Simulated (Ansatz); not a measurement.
Ansatz (a program for electronic structure) input (B3LYP-D3(BJ)/def2-TZVP):

Ansatz 0.2 input:
```yaml
crystal:
  periodic: [false, false, false]
  atoms:
    - {symbol: O, position_ang: [-0.02442974, 0.65299425, 0.02901803]}
    - {symbol: O, position_ang: [0.02442974, -0.65299425, -0.02901803]}
    - {symbol: H, position_ang: [0.92959641, 0.94278890, -0.02174973]}
    - {symbol: H, position_ang: [-0.92959641, -0.94278890, 0.02174973]}
basis:
  gaussian:
    orbitals: def2-TZVP
hamiltonian:
  xc: b3lyp
  dispersion: d3bj
total_charge: 1
magnetization: {spin_polarized: true, initial_magnetization: 1}
phonons: {temperatures: {t_min: 298.15, t_max: 298.15, t_step: 100}}
```

Output:

```
Functional definition: B3LYP
integrals: 0.01 GiB planned
390 factors; their error is unknown
mean field: 0.17 GiB planned
mean field evaluation 1: about -4109.3812 eV, gradient 4.3e1 eV
mean field evaluation 2: about -4108.1113 eV, gradient 4.7e1 eV
mean field evaluation 4: about -4115.2713 eV, gradient 4.8e-1 eV
mean field evaluation 8: about -4115.2753 eV, gradient 3.8e-3 eV
mean field evaluation 16: about -4115.2753 eV, gradient 1.3e-5 eV
mean field -4115.27529963 eV, -151.2335778276 hartree, gradient 1.3e-5 eV, S^2 0.754043; 0 other end points of the search recorded, 0 dependent functions left out
the calculation of the forces begins
reference -4115.27541891 eV, -151.2335822109 hartree; 9, 8 occupied and 65, 66 virtual orbitals, 390 factors
these checks for a lower state are left out or cut short: stability, starts, cluster_reference, orbital_swaps, neighbouring_geometries, increment
integrals: 0.01 GiB planned
390 factors; their error is unknown
mean field: 0.17 GiB planned
mean field -4115.27514647 eV, -151.2335721992 hartree, gradient 1.8e-6 eV, S^2 0.754039; 0 other end points of the search recorded, 0 dependent functions left out
the calculation of the forces begins
reference -4115.27526572 eV, -151.2335765815 hartree; 9, 8 occupied and 65, 66 virtual orbitals, 390 factors
these checks for a lower state are left out or cut short: stability, starts, cluster_reference, orbital_swaps, neighbouring_geometries, increment
integrals: 0.01 GiB planned
390 factors; their error is unknown
mean field: 0.17 GiB planned
mean field evaluation 32: about -4115.2751 eV, gradient 1.8e-6 eV
mean field -4115.27514425 eV, -151.2335721174 hartree, gradient 1.8e-6 eV, S^2 0.754047; 0 other end points of the search recorded, 0 dependent functions left out
the calculation of the forces begins
reference -4115.27526355 eV, -151.2335765018 hartree; 9, 8 occupied and 65, 66 virtual orbitals, 390 factors
these checks for a lower state are left out or cut short: stability, starts, cluster_reference, orbital_swaps, neighbouring_geometries, increment
integrals: 0.01 GiB planned
390 factors; their error is unknown
mean field: 0.17 GiB planned
mean field -4115.27521555 eV, -151.2335747377 hartree, gradient 2.2e-6 eV, S^2 0.754049; 0 other end points of the search recorded, 0 dependent functions left out
the calculation of the forces begins
reference -4115.27533484 eV, -151.2335791216 hartree; 9, 8 occupied and 65, 66 virtual orbitals, 390 factors
these checks for a lower state are left out or cut short: stability, starts, cluster_reference, orbital_swaps, neighbouring_geometries, increment
integrals: 0.01 GiB planned
390 factors; their error is unknown
mean field: 0.17 GiB planned
mean field -4115.27521607 eV, -151.2335747569 hartree, gradient 2.1e-6 eV, S^2 0.754037; 0 other end points of the search recorded, 0 dependent functions left out
the calculation of the forces begins
reference -4115.27533533 eV, -151.2335791396 hartree; 9, 8 occupied and 65, 66 virtual orbitals, 390 factors
these checks for a lower state are left out or cut short: stability, starts, cluster_reference, orbital_swaps, neighbouring_geometries, increment
integrals: 0.01 GiB planned
390 factors; their error is unknown
mean field: 0.17 GiB planned
mean field -4115.27518446 eV, -151.2335735953 hartree, gradient 1.8e-6 eV, S^2 0.754046; 0 other end points of the search recorded, 0 dependent functions left out
the calculation of the forces begins
reference -4115.27530379 eV, -151.2335779805 hartree; 9, 8 occupied and 65, 66 virtual orbitals, 390 factors
these checks for a lower state are left out or cut short: stability, starts, cluster_reference, orbital_swaps, neighbouring_geometries, increment
integrals: 0.01 GiB planned
390 factors; their error is unknown
mean field: 0.17 GiB planned
mean field -4115.27517987 eV, -151.2335734266 hartree, gradient 1.8e-6 eV, S^2 0.754040; 0 other end points of the search recorded, 0 dependent functions left out
the calculation of the forces begins
reference -4115.27529910 eV, -151.2335778080 hartree; 9, 8 occupied and 65, 66 virtual orbitals, 390 factors
these checks for a lower state are left out or cut short: stability, starts, cluster_reference, orbital_swaps, neighbouring_geometries, increment
integrals: 0.01 GiB planned
390 factors; their error is unknown
mean field: 0.17 GiB planned
mean field evaluation 64: about -4115.2720 eV, gradient 1.4e-4 eV
mean field -4115.27528428 eV, -151.2335772636 hartree, gradient 1.5e-6 eV, S^2 0.754044; 0 other end points of the search recorded, 0 dependent functions left out
the calculation of the forces begins
reference -4115.27540358 eV, -151.2335816478 hartree; 9, 8 occupied and 65, 66 virtual orbitals, 390 factors
these checks for a lower state are left out or cut short: stability, starts, cluster_reference, orbital_swaps, neighbouring_geometries, increment
integrals: 0.01 GiB planned
390 factors; their error is unknown
mean field: 0.17 GiB planned
mean field -4115.27528020 eV, -151.2335771134 hartree, gradient 1.5e-6 eV, S^2 0.754042; 0 other end points of the search recorded, 0 dependent functions left out
the calculation of the forces begins
reference -4115.27539945 eV, -151.2335814959 hartree; 9, 8 occupied and 65, 66 virtual orbitals, 390 factors
Total energy: -4115.31172820 eV, -151.2349165530 hartree
Atom 0 at    -0.024430     0.652994     0.029018 Å, force     0.000145    -0.000758    -0.000041 eV/Å
Atom 1 at     0.024430    -0.652994    -0.029018 Å, force    -0.000145     0.000758     0.000041 eV/Å
Atom 2 at     0.929596     0.942789    -0.021750 Å, force    -0.000525    -0.000451     0.000016 eV/Å
Atom 3 at    -0.929596    -0.942789     0.021750 Å, force     0.000525     0.000451    -0.000016 eV/Å
Dipole moment:     0.000000    -0.000000     0.000000 e Å
Vibrations: 865.94 1247.18 1309.13 1584.61 3399.81 3420.73 cm⁻¹, zero-point energy 0.733206 eV
```
